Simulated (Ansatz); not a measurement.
**AlSiH+ (quartet): from Hartree-Fock to the top rungs, cc-pVDZ**

How much of the correlation energy of AlSiH+ (quartet) does each wave-function method recover here?

Computed with Ansatz 0.2.0, Gaussian basis. Level: cc-pVDZ, core rule «outside noble gas», up to 10 orbitals frozen.

To be run: UHF; CCSD(T) on ROHF; CCSD(T) on UHF; BCCD(T) on ROHF; CISD as a restricted active space (open shells left free, so some higher excitations enter); CCSDT(Q) on ROHF; CCSDT(Q) on UHF; CASSCF and MRCISD+Q, 7 electrons in 9 orbitals; CASSCF and NEVPT2, 7 electrons in 9 orbitals.

25 further runs of the same task are left out: 4 for a known fault of the program, 6 that didn't finish, 15 set aside as unsound or not needed. Runs told in other sessions of the task aren't counted.

## Step 1: The geometry

The geometry is a PBE0/def2-TZVP stationary point (not a proven minimum) of the parent state, kept for this charge and spin.

3 atoms, charge 1, spin multiplicity 4.

Atoms are counted from 1 here; the program's logs count them from 0.

Bond lengths: Si1–Al2 2.333 Å, Al2–H3 1.599 Å. Angles: Si1–Al2–H3 180.0°.

## Step 2: UHF

in.yaml reads:

```yaml
crystal:
  periodic: [false, false, false]
  atoms:
    - {symbol: Si, position_ang: [0.000000, 0.000000, 2.088600]}
    - {symbol: Al, position_ang: [0.000000, 0.000000, -0.244867]}
    - {symbol: H, position_ang: [0.000000, 0.000000, -1.843733]}
basis:
  gaussian: {orbitals: cc-pVDZ}
total_charge: 1
magnetization: {spin_polarized: true, initial_magnetization: 3}
hamiltonian: {xc: hf}
output: {orbitals: {seedname: orbitals}}
```

Started as:

```sh
$ ansatz run in.yaml --threads 1 --pin off --events-out ev --progress --plain --max-ram 2393MiB
```

Further steps of the session: CCSD(T) on ROHF; CCSD(T) on UHF; BCCD(T) on ROHF; CISD as a restricted active space (open shells left free, so some higher excitations enter); CCSDT(Q) on ROHF; CCSDT(Q) on UHF; CASSCF and MRCISD+Q, 7 electrons in 9 orbitals; CASSCF and NEVPT2, 7 electrons in 9 orbitals.

Q: Predict the results of all the runs planned. Wanted: UCCSDT(Q) from the RHF energy; RMP2 from UCCSDT(Q); UMP2 from UCCSDT(Q); RCCSD from UCCSDT(Q); RCCSD(T) from UCCSDT(Q); UCCSD(T) from UCCSDT(Q); RCCSDT(Q) from UCCSDT(Q); NEVPT2 valence from UCCSDT(Q); MRCISD+Q valence from UCCSDT(Q).

The runs gave:

| quantity | value |
| --- | --- |
| UCCSDT(Q) from the ROHF energy | -3.3629 eV |
| RMP2 from UCCSDT(Q) | +926.7 meV |
| UMP2 from UCCSDT(Q) | +932.9 meV |
| RCCSD from UCCSDT(Q) | +169.7 meV |
| RCCSD(T) from UCCSDT(Q) | +48.6 meV |
| UCCSD(T) from UCCSDT(Q) | +48.7 meV |
| RCCSDT(Q) from UCCSDT(Q) | +0.4 meV |
| NEVPT2 valence from UCCSDT(Q) | +551.1 meV |
| MRCISD+Q valence from UCCSDT(Q) | +8.4 meV |
| levels within 1 kcal/mol (43 meV) | RCCSDT, UCCSDT, RCCSDT(Q), MRCISD+Q valence |
| T1 diagnostic | 0.044 |
| effectively unpaired electrons | 3.03 |

RCCSD(T) misses by +48.6 meV, 1.4 % of the correlation energy. The occupations are near whole numbers, but T1 = 0.044 shows that the orbitals relax strongly. Of the multireference levels listed MRCISD+Q valence comes nearest in total energy (+8.4 meV), which doesn't show that its space is the better one. These misses are within one basis, not against nature; the frozen cores of restricted and unrestricted runs differ, which can shift their rows.

With open shells the CI space here admits some higher excitations, so it is larger than plain CISD.
